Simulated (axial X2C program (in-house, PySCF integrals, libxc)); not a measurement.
AlO⁻: one setting changed

All values come from calculations with an in-house relativistic program for diatomic molecules, spin-free (one-electron X2C) or two-component (2c: spin–orbit coupling with atomic mean-field Coulomb and Gaunt terms, which also bring small scalar terms), in Dyall basis sets with cores contracted in-house; open shells are unrestricted.

Basis sets: Al dyall-av3z, O dyall-av3z. Frozen shells (counts by l): AlO⁻ Al 2s1p, O 1s, 10 electrons correlated. Where the outer core of a metal is frozen, bonds come out longer and ionisation energies lower.

Standard run:

```tsv
Hamiltonian	level	state	Re (Å)	ωe (cm⁻¹)	De (eV)
spin-free	MP2	M_S = 0, Λ = 0	1.673	908.4	6.74
2c	MP2	Ω = 0	1.673	908.5	6.73
```

The run was repeated with virtual space cut too low (ecut = 0.5, standard 25 hartree):

| Hamiltonian | level | state | Re (Å) | ωe (cm⁻¹) | De (eV) | points converged |
| --- | --- | --- | --- | --- | --- | --- |
| spin-free | MP2 | M_S = 0, Λ = 0 | 1.630 | 1009.8 | 3.67 | 10 |
| 2c | MP2 | Ω = 0 | 1.630 | 1010.3 | 3.69 | 10 |

These are results of a setting spoiled on purpose, not properties of the molecule.

Q: How far did the change move Re and ωe against the standard run?

A: MP2 spin-free: ΔRe -0.043 Å, Δωe 101.4 cm⁻¹; MP2 2c: ΔRe -0.043 Å, Δωe 101.8 cm⁻¹.

Each entry is the lowest single determinant of a limited PBE0 search at one distance. De goes to single-determinant-based atoms at the same level (for ions the charge split of lowest energy) and is withheld (n/a) where an atom does not fit its ground term or J level. Main or longest-lived isotopes. The fragments differ: Al + O- in the standard run, Al- + O in the other.
